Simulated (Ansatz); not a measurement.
**Two structures, one formula**

The two ends of one reaction step of SiPH7O, closed shell (PBE0-D4/def2-TZVP).

A:

```
10
angstrom
Si -0.1663 -0.7934 0.7249
H 1.1526 2.9570 -0.0491
H -0.0040 -2.2338 1.0320
H -1.1687 -0.1952 1.6516
O 1.3313 -0.1370 0.9242
H 0.7622 2.5579 -0.5469
P -0.9280 -0.3772 -1.3570
H 1.4323 0.7906 0.7021
H -0.2704 -1.4869 -1.9494
H -2.1412 -1.0820 -1.1324
```

B:

Si1  (-0.007, -0.657, 0.991)
H2  (0.831, 1.263, -0.760)
H3  (0.257, -2.098, 0.756)
H4  (-1.239, -0.503, 1.805)
O5  (1.276, 0.096, 1.679)
H6  (-1.199, 1.478, -1.088)
P7  (-0.359, 0.334, -1.020)
H8  (1.648, 0.797, 1.129)
H9  (0.320, -0.165, -2.165)
H10  (-1.529, -0.547, -1.326)
(Å)

Program: Ansatz 0.2.0. Basis: def2-TZVPP. Cores are frozen in the correlated methods. B3LYP uses VWN-RPA correlation.

**Question.** Which structure is lower at CCSD(T), and by how much? (An estimate is asked for; the value comes from the calculation.)

**Answer.** Computed: A, by 172.6 kJ/mol (electronic energy, against the other). By their contacts, A is a complex of SiPH₅O ([OH][SiH2][PH2]) + H₂ and B is SiPH₇O ([OH][SiH2][PH4]).

All methods give the same order:

```csv
method,E(B) − E(A) (kJ/mol)
SPW92,129.7
PBE-D4,150.7
BLYP-D4,162.4
r2SCAN-D4,155.3
B97M-V,155.8
PBE0-D4,151.3
B3LYP-D4,161.4
r2SCAN0-D4,155.6
BHLYP-D4,161.7
CAM-B3LYP-D4,161.5
wB97X-V,160.6
wB97M-V,168.7
B2PLYP,168.5
PBE-QIDH,158.6
RPA on PBE,172.4
HF,181.4
MP2,172.7
CCSD,172.7
CCSD(T),172.6
```

The T1 diagnostic stays at or below 0.013.

Labels in which every atom is bracketed show which atoms are joined, not bond orders.

For scale, one of the runs: CCSD(T)/def2-TZVPP, 213 basis functions, launched by `ansatz run in.yaml --threads 4 --pin off --events-out ev --progress --plain --max-ram 9574MiB`. Time: 41 s of wall clock on 4 CPU threads of an Arm Neoverse V1; the host was shared. Peak host memory: 2.8 GiB.
